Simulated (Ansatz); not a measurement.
A nudged elastic band was laid between two geometries of CH5NSi (8 atoms, charge 0, multiplicity 1).

The calculation used RKS B3LYP-D4/def2-SVP (Ansatz).

| Item | Value |
| --- | --- |
| movable images | 1 |
| climbing image | no |
| spring | 5.0 eV/Å² |
| optimiser | quadratic models (default) |
| start path | through a guess of the saddle point |
| force threshold | 0.05 eV/Å |
| iteration limit | 60 |
| end points | relaxed |

Initial state:

```xyz
8
Properties=species:S:1:pos:R:3
C -0.874 0.502 -1.149
N -0.810 -0.226 -0.118
Si 0.612 -0.446 0.896
H -1.815 0.580 -1.727
H -0.028 1.104 -1.553
H 0.264 -0.007 2.275
H 1.799 0.333 0.409
H 0.944 -1.897 0.912
```

Final state:

```xyz
8
Properties=species:S:1:pos:R:3
C -0.874 0.502 -1.149
N -0.809 -0.226 -0.118
Si 0.612 -0.446 0.896
H -0.028 1.105 -1.553
H -1.815 0.580 -1.727
H 0.263 -0.007 2.275
H 1.799 0.333 0.409
H 0.944 -1.897 0.912
```

**Question.** Which bonds break or form, and what moves?

**Answer.** No bond is made or broken. The dihedral H4–C1–N2–Si3 goes from -180 to 0°. The two ends are copies of one structure, up to a mirror image or an exchange of like atoms.

**Question.** Give the energies along the band, and the barrier.

**Answer.** The forces met the threshold. The highest image is number 1 of 0 to 2, 0.000 eV above the ends, which have the same energy within 2 meV. The dihedral H4–C1–N2–Si3 jumps by 180° between images 0 and 1, so the path isn't resolved there. The top lies less than 8 meV above the higher end, about what the thresholds resolve: that end is a shoulder or a very shallow well. No image climbed, so the highest image needn't sit at the top of the path. A band with more images between the same ends climbed to 0.28 eV, so this one has probably stepped over the top. So few images can step over the top or miss a turn of the path.

```tsv
image	path coordinate (Å)	energy (eV)	dihedral H4–C1–N2–Si3 (°)
0	0.00	0.000	-180
1	2.44	0.000	0
2	4.88	0.000	0
```

**Question.** What is the geometry of the highest image?

**Answer.** 
```xyz
8
Properties=species:S:1:pos:R:3:forces:R:3
C -0.792 0.515 -1.208 -0.01 0.01 0.01
N 0.214 -0.144 -0.819 0.02 -0.02 -0.02
Si 0.683 -0.445 0.848 -0.01 0.01 0.01
H -1.529 1.004 -0.531 0.00 0.00 0.01
H -0.998 0.645 -2.287 0.00 0.00 0.00
H -0.252 0.179 1.842 0.00 0.00 0.00
H 2.051 0.108 1.044 0.00 0.00 0.00
H 0.714 -1.918 1.056 0.00 0.00 0.00
```

Run time: 31 s on 1 CPU thread of a shared host.
